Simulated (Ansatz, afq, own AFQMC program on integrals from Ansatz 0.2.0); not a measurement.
AFQMC on a folder of integrals that Ansatz 0.2.0 wrote.

```yaml
crystal:
  periodic: [false, false, false]
  atoms:
    - {symbol: Ge, position_ang: [0.000000, 0.000000, 0.637356]}
    - {symbol: Al, position_ang: [0.000000, 0.000000, -1.547488]}
    - {symbol: H, position_ang: [0.000000, -1.194551, -2.254053]}
    - {symbol: H, position_ang: [0.000000, 1.194551, -2.254053]}
basis:
  gaussian: {orbitals: cc-pVDZ}
magnetization: {spin_polarized: false, initial_magnetization: 1}
correlation: {method: ccsd_t, electrons: outside_noble_gas, hamiltonian_folder: ham}
```

```sh
$ ansatz run in.yaml --threads 1 --pin off --events-out ev --progress --plain --max-ram 1382MiB
```

Options of the walk:

```
--method phaseless --trial hf --walkers 120 --populations 1 --least-time 40 --time-step 0.005 --steps-per-block 20 --equilibration-blocks 112 --max-blocks 600 --target-error 0.00108 --factor-cut 1e-05 --start spin_pure --seed 5602 --taylor-order 6
```

Times are imaginary, in 1/Eh. The walk had a cap of 1011 s. Filled inner d shells are frozen with the cores.

```
orbitals 36  electrons 5 4  factors 282 of 595
reference energy -2318.30607953 Eh
CCSD correlation -0.15791012 Eh in 12 cycles, weight of the determinant in the CISD state 0.8817
energy of the start -2318.306101 Eh
 block  time / (1/Eh)  mean weight  energy / Eh
     1     0.100  1.0004  -2318.329260
     2     0.200  1.0005  -2318.349236
     3     0.300  1.0006  -2318.363482
     4     0.400  0.9996  -2318.375780
     5     0.500  1.0006  -2318.386436
    10     1.000  1.0022  -2318.426066
    86     8.600  1.0003  -2318.462298
   120    12.000  1.0005  -2318.507410
   171    17.100  1.0004  -2318.464714
   256    25.600  1.0010  -2318.467230
   341    34.100  1.0012  -2318.466397
   426    42.600  1.0005  -2318.461173
   477    47.700  1.0005  -2318.447057
   511    51.100  1.0000  -2318.474256
   596    59.600  0.9996  -2318.470216
   681    68.100  1.0002  -2318.452240
   698    69.800  1.0017  -2318.473067
blocks merged  error / Eh  count
     1  0.000448  600
     2  0.000611  300
     4  0.000808  150
     8  0.001047  75
    16  0.001213  37
    32  0.001297  18
    64  0.001406  9
energy -2318.467490 +/- 0.001297 Eh
(rows thinned)
```

Question: Estimate how long the walk took on 1 thread of Intel(R) Xeon(R) 6975P-C (Granite Rapids) (shared host).

Answer: 3 min of wall time.

The run passed its tests (sampling time, drift between the halves within three errors, error under three times the target), which doesn't prove that it has relaxed.

Against this walk (error 35.3 meV) on the same determinant: CCSD(T) 3.0 meV lower (within the noise), CCSDT(Q) 35.5 meV lower (within the noise). The error is statistical and leaves out the bias of the constraint.

Cautions: constraint bias not in the error; error above the target (35.3 against 29.4 meV); no relativity below Rb; no spin-orbit coupling; inner d shell frozen; higher spins were not checked; a spin-contaminated unrestricted determinant lies lower (UHF 251 meV lower, ⟨S²⟩ 1.35).

CCSDT and higher add their correlation energy to the determinant of the CCSD(T) run, since their own runs factorise the integrals more tightly (a shift of under 2 meV). A walk keeps the symmetry of its determinant, which the program's search chose and which needn't be the lowest solution, so a lower state of the same spin and another symmetry isn't excluded.
